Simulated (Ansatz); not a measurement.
The input, for Ansatz 0.2.0:

```yaml
crystal:
  periodic: [false, false, false]
  atoms:
    - {symbol: B, position_ang: [0.000000, 0.000000, 0.760975]}
    - {symbol: N, position_ang: [0.000000, 0.000000, -0.505225]}
    - {symbol: Si, position_ang: [0.000000, 0.000000, -2.188225]}
    - {symbol: H, position_ang: [0.000000, 0.000000, 1.932475]}
basis:
  gaussian: {orbitals: "6-31G*"}
magnetization: {spin_polarized: true, initial_magnetization: 3}
hamiltonian: {pseudopotentials: {relativity: scalar}}
correlation: {method: bccd, electrons: outside_noble_gas}
scf: {lower_state_search: off}
```

```sh
$ ansatz run in.yaml --threads 1 --pin off --events-out ev --progress --plain --max-ram 2393MiB
```

(1) Roughly how long does this take on 1 thread of Intel Xeon Platinum 8488C, shared host, and how much host memory?

```
these checks for a lower state are left out or cut short: stability, starts, cluster_reference, orbital_swaps, neighbouring_geometries, increment
476 factors; integrals over basis functions are off by at most 1.2e-3 eV
mean field evaluation 1: about -10039.9539 eV, gradient 2.3e1 eV
mean field evaluation 2: about -10040.0084 eV, gradient 2.3e1 eV
mean field evaluation 4: about -10043.6010 eV, gradient 4.2e0 eV
mean field evaluation 8: about -10043.9278 eV, gradient 3.9e-1 eV
mean field evaluation 16: about -10043.9359 eV, gradient 4.0e-6 eV
mean field -10043.93586946 eV, -369.1078351783 hartree, gradient 4.0e-6 eV, S^2 3.771323; 0 other end points of the search recorded, 0 dependent functions left out
7 core orbitals not correlated: weight in the atoms' cores, before any rotation towards them, 1.000 or more for the frozen orbitals, at most 0.000 for the correlated occupied ones
reference -10043.93586946 eV, -369.1078351783 hartree; 8, 5 occupied and 36, 39 virtual orbitals, 476 factors
second order -7.31099445 eV of doubles, -0.00000000 eV of singles
cycle   1  -7.40322716 eV  change   -9.2e-2 eV  update   9.2e-2
cycle   2  -7.65670789 eV  change   -2.5e-1 eV  update   3.4e-2
cycle   3  -7.74475958 eV  change   -8.8e-2 eV  update   2.3e-2
cycle   4  -7.74406446 eV  change    7.0e-4 eV  update   8.9e-3
cycle   5  -7.74016066 eV  change    3.9e-3 eV  update   4.2e-3
cycle   6  -7.74054150 eV  change   -3.8e-4 eV  update   1.5e-3
cycle   7  -7.74058664 eV  change   -4.5e-5 eV  update   5.8e-4
cycle   8  -7.74040546 eV  change    1.8e-4 eV  update   2.1e-4
cycle   9  -7.74040239 eV  change    3.1e-6 eV  update   8.2e-5
cycle  10  -7.74038501 eV  change    1.7e-5 eV  update   3.8e-5
cycle  11  -7.74040504 eV  change   -2.0e-5 eV  update   1.7e-5
cycle  12  -7.74040620 eV  change   -1.2e-6 eV  update   6.2e-6
Total energy: -10051.67627566 eV, -369.3922898595 hartree
Relativity: scalar
Checks for a lower state left out: stability, starts, cluster_reference, orbital_swaps, neighbouring_geometries, increment
```

Results:

(1) 1.2 s wall and 0.17 GiB.
